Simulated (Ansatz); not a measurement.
## Where CCSD(T) holds and where it slips

Each species is computed at the geometry given (Å), with frozen cores, in Ansatz 0.2.0: RHF-CCSD(T) for singlets, UHF-CCSD(T) otherwise, and full CI in the same basis. The program picks the determinant by a search with trial CCSD, so it needn't be the lowest Hartree–Fock solution. States: SiCl doublet Π, SiN⁺ triplet Π, SiH⁻ triplet Σ⁻ or Δ. Cases whose determinant has another symmetry than full CI's state, or lies over 0.5 eV above the lowest of its kind, whose (Q) step broke down or whose higher cluster runs on it stay over 0.1 eV above full CI weren't drawn.

Problem. Judging by size, spin and bonding and the diagnostics given, rank them by the size of CCSD(T)'s error in total energy against full CI in the same basis, smallest first (an estimate).
A. SiH⁻, triplet, aug-cc-pVDZ: Si 0.000 0.000 0.000; H 0.000 0.000 1.256. T1 0.021, (T) -83 meV in a correlation energy of -2.91 eV
B. SiCl, doublet, 6-31G: Si 0.000 0.000 0.000; Cl 0.000 0.000 2.058. T1 0.017, (T) -59 meV in a correlation energy of -2.33 eV
C. SiN⁺, triplet, 6-31G: Si 0.000 0.000 0.000; N 0.000 0.000 1.417. T1 0.076, (T) -97 meV in a correlation energy of -3.46 eV

Solution. B (11.3 meV), A (27.0 meV), C (50.4 meV).

```tsv
species	basis	correlated electrons	CCSD(T) − full CI (meV)	CCSDT(Q) − full CI (meV)	unpaired electrons (full CI)	T1	⟨S²⟩ of the determinant
SiCl, doublet	6-31G	11	11.3	-0.7	1.04	0.017	0.75
SiH⁻, triplet	aug-cc-pVDZ	6	27.0	0.7	2.05	0.021	2.04
SiN⁺, triplet	6-31G	8	50.4	-0.3	2.09	0.076	2.05
```

Unpaired electrons are Σ n²(2−n)² over natural occupations; an open shell counts its own unpaired electrons too. Frozen cores follow each run's orbitals, which moves totals by a few meV.
